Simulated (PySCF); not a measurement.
**HCl⁺: input and log**

State: ²Π (doublet), unpaired electrons π ↑.

An equivalent input (the run itself took its basis sets from the Basis Set Exchange, started from a PBE0 density and held the occupation σ 5α 5β, πx 2α 1β, πy 2α 2β):

```python
from pyscf import gto, scf, cc
mol = gto.M(atom='H 0 0 0; Cl 0 0 1.33', basis={'H': 'def2-SVP', 'Cl': 'def2-SVP'},
            charge=1, spin=1, verbose=4, symmetry='C2v')
mf = scf.UHF(mol)
mf.irrep_nelec = {'A1': (5, 5), 'B1': (2, 1), 'B2': (2, 2)}
mf.conv_tol = 1e-9
mf.max_cycle = 60
mf.diis_space = 10
mf.kernel()
mycc = cc.CCSD(mf, frozen=[[0, 1, 2, 3, 4], [0, 1, 2, 3, 4]])
mycc.run(conv_tol=1e-7, conv_tol_normt=1e-5, max_cycle=80, diis_space=8)
et = mycc.ccsd_t()
```

The SCF ended at -459.51562840 hartree. The coupled-cluster part of the log:

```
******** <class 'pyscf.cc.uccsd.UCCSD'> ********
CC2 = 0
CCSD nocc = (4, 3), nmo = (18, 18)
frozen orbitals [[0, 1, 2, 3, 4], [0, 1, 2, 3, 4]]
max_cycle = 80
direct = 0
conv_tol = 1e-07
conv_tol_normt = 1e-05
diis_space = 8
diis_start_cycle = 0
diis_start_energy_diff = 1e+09
Init t2, MP2 energy = -0.118477149437035
Init E_corr(UCCSD) = -0.118477149443028
cycle = 1  E_corr(UCCSD) = -0.134285099667325  dE = -0.0158079502  norm(t1,t2) = 0.0373905
cycle = 2  E_corr(UCCSD) = -0.137583592637792  dE = -0.00329849297  norm(t1,t2) = 0.0128222
cycle = 3  E_corr(UCCSD) = -0.139171494041963  dE = -0.0015879014  norm(t1,t2) = 0.00542448
cycle = 4  E_corr(UCCSD) = -0.139146319311458  dE = 2.51747305e-05  norm(t1,t2) = 0.000990397
cycle = 5  E_corr(UCCSD) = -0.139139130757088  dE = 7.18855437e-06  norm(t1,t2) = 0.000387188
cycle = 6  E_corr(UCCSD) = -0.139146288383936  dE = -7.15762685e-06  norm(t1,t2) = 0.000150565
cycle = 7  E_corr(UCCSD) = -0.139145345071382  dE = 9.43312554e-07  norm(t1,t2) = 4.75983e-05
cycle = 8  E_corr(UCCSD) = -0.139145589454897  dE = -2.44383515e-07  norm(t1,t2) = 1.16389e-05
cycle = 9  E_corr(UCCSD) = -0.139145524045131  dE = 6.54097666e-08  norm(t1,t2) = 2.53317e-06
UCCSD converged
E(UCCSD) = -459.6547739267166  E_corr = -0.1391455240451308
UCCSD(T) correction = -0.00201542553261929
```

T1 diagnostic 0.007, D1 0.019, 7 electrons correlated.

Repeating this along the bond gives Re = 1.320 Å and ωe = 2767 cm⁻¹.

A point of this curve took 0.19 CPU seconds beside 0.01 for the integrals (shared host).

Correlated steps freeze 5 core orbitals. The state is the lowest determinant that a PBE0 search found; another state may lie lower at other levels.
